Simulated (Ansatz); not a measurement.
Geometry optimisation, RKS BHLYP-D4/def2-mTZVP (Ansatz).

Input:

```yaml
crystal:
  periodic: [false, false, false]
  atoms:
    - { symbol: B, position_ang: [0.0, 0.0, 0.0] }
    - { symbol: O, position_ang: [0.0, 0.0, 1.41] }
    - { symbol: H, position_ang: [-0.9095, -0.2814, 1.7471] }
    - { symbol: "N", position_ang: [1.3423, 0.0, -0.775] }
    - { symbol: H, position_ang: [1.8089, -0.9179, -1.0268] }
    - { symbol: H, position_ang: [1.7937, 0.9179, -1.0532] }
    - { symbol: H, position_ang: [-1.0305, 0.0, -0.595] }
basis:
  gaussian: { orbitals: def2-mTZVP }
hamiltonian:
  xc: { name: BHLYP }
  dispersion: d4
relax:
  f_tol: 0.02
  max_steps: 40
```

Launched with:

```bash
$ ansatz run input.yaml --threads 1 --pin off --max-ram 2048MiB --backend cpu --events-out ev --progress --plain --runs-dir out
```

Where does it end, and by what steps?

It converged. After 8 steps the energy has fallen by 1.574 eV; H6 moved furthest, 0.87 Å.

| step | energy less start (eV) | largest force component (eV/Å) | accepted |
| --- | --- | --- | --- |
| 0 | 0.0000 | 2.582 | yes |
| 1 | -0.3896 | 3.370 | yes |
| 2 | -0.5575 | 2.875 | yes |
| 3 | -0.7949 | 2.060 | yes |
| 4 | -1.1068 | 1.782 | yes |
| 5 | -1.4291 | 0.801 | yes |
| 6 | -1.5693 | 0.111 | yes |
| 7 | -1.5733 | 0.077 | yes |
| 8 | -1.5742 | 0.014 | yes |

```xyz
7
Properties=species:S:1:pos:R:3
B 0.058 0.069 -0.004
O -0.012 -0.514 1.229
H -0.863 -0.424 1.645
N 1.255 0.004 -0.713
H 2.071 -0.452 -0.356
H 1.375 0.409 -1.617
H -0.880 0.626 -0.476
```

Whether the end is a true minimum wasn't checked by a vibrational analysis.

Run time: 22 s on 1 thread of Arm Neoverse V1, with other jobs on the host, peak memory 0.14 GiB.
